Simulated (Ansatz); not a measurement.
Osmium, hcp: convergence with Gaussian smearing

Computed with Ansatz, r²SCAN, scalar-relativistic PAW, on the relaxed cell (a = 2.739 Å, c = 4.314 Å (c/a = 1.575); spin not included). Errors count from a run at 500 eV on a Γ-centred 22×22×12 mesh with Fermi-Dirac smearing of 0.1 eV, extrapolated to zero width. Fixed here: cutoff 500 eV, mesh 13×13×7. The SCF starts from atomic densities corrected by a trained network.

```tsv
width (eV)	E(σ→0) error (meV/atom)	F error (meV/atom)	P (GPa)	SCF iterations
0.01	1.1	1.0	-0.26	6
0.03	1.0	0.8	-0.25	7
0.1	0.7	-0.6	-0.22	6
0.2	0.9	-4.4	-0.11	7
0.3	1.4	-11.3	0.06	6
0.6	2.7	-50.9	0.80	6
1.0	9.8	-149.0	2.67	6
```
